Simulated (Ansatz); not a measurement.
# B2 (singlet): wave-function methods side by side at distance B1–B2 = 1.981 Å, cc-pVDZ

One table from this session's results is given with a row withheld; the runs are named, their logs left out.

Computed with Ansatz 0.2.0, Gaussian basis. Level: cc-pVDZ, core rule «outside noble gas», up to 2 orbitals frozen.

Plan: UHF; CCSD(T) on RHF; CCSD(T) on UHF; BCCD(T) on RHF; CISD; CCSDT(Q) on RHF; CCSDT(Q) on UHF; CISDTQ; CCSDTQ on RHF; CASSCF and MRCISD+Q, 2 electrons in 2 orbitals; CASSCF and NEVPT2, 2 electrons in 2 orbitals; CASSCF and MRCISD+Q, 6 electrons in 8 orbitals; CASSCF and NEVPT2, 6 electrons in 8 orbitals; Full CI.

29 further runs of the same task are left out: 6 for a known fault of the program, 19 that didn't finish, 4 set aside as unsound or not needed.

### The geometry

The geometry derives from a PBE0/def2-TZVP stationary point (not a proven minimum). One bond is set to the value named and the two fragments are kept rigid.

2 atoms, charge 0, spin multiplicity 1.

Atoms are counted from 1 here; the program's logs count them from 0.

No contacts short enough for the rule that draws bonds.

The first run:

Input file in.yaml:

```yaml
crystal:
  periodic: [false, false, false]
  atoms:
    - {symbol: B, position_ang: [0.000000, 0.000000, 0.000000]}
    - {symbol: B, position_ang: [0.000000, 0.000000, 1.981000]}
basis:
  gaussian: {orbitals: cc-pVDZ}
magnetization: {spin_polarized: true, initial_magnetization: 0}
hamiltonian: {xc: hf}
output: {orbitals: {seedname: orbitals}}
```

Launch:

```
$ ansatz run in.yaml --threads 1 --pin off --events-out ev --progress --plain --max-ram 2393MiB
```

Among the steps run: UHF; CCSD(T) on RHF; CCSD(T) on UHF; BCCD(T) on RHF; CISD; CCSDT(Q) on RHF; CCSDT(Q) on UHF; CISDTQ; CCSDTQ on RHF; CASSCF and MRCISD+Q, 2 electrons in 2 orbitals; CASSCF and NEVPT2, 2 electrons in 2 orbitals; CASSCF and MRCISD+Q, 6 electrons in 8 orbitals; CASSCF and NEVPT2, 6 electrons in 8 orbitals; Full CI.

One of the session's tables, all rows but one given; the rest of the session is left out.

It belongs to the step «Misses and costs». 

| method | from FCI (meV) |
| --- | --- |
| RHF | ? |
| RMP2 | +1544.5 |
| CISD | +556.1 |
| RCCSD | +222.5 |
| RCCSD(T) | +109.4 |
| BCCD(T) | +109.5 |
| RCCSDT | +50.8 |
| CISDTQ | +45.4 |
| RCCSDT(Q) | +29.4 |
| RCCSDTQ | +3.8 |
| FCI | 0 |

Estimate the missing values for RHF.

As computed: from FCI (meV): +4258.3. In the column «from FCI (meV)» it is the highest.

Not comparable, so not listed: CASSCF and MRCISD+Q, 2 electrons in 2 orbitals (they don't share determinant, frozen orbitals or solution with the rows shown, or repeat one).

Caveats from the session: Left out of the table: CASSCF pair, NEVPT2 pair, CASSCF valence, NEVPT2 valence, MRCISD valence, MRCISD+Q valence (the active space lost an orbital or holds another state than full CI finds). Left out of the table: UHF, UMP2, UCCSD, UCCSD(T), UCCSDT, UCCSDT(Q) (another determinant or state than the rows shown). Warnings in the runs' records: passed over end.
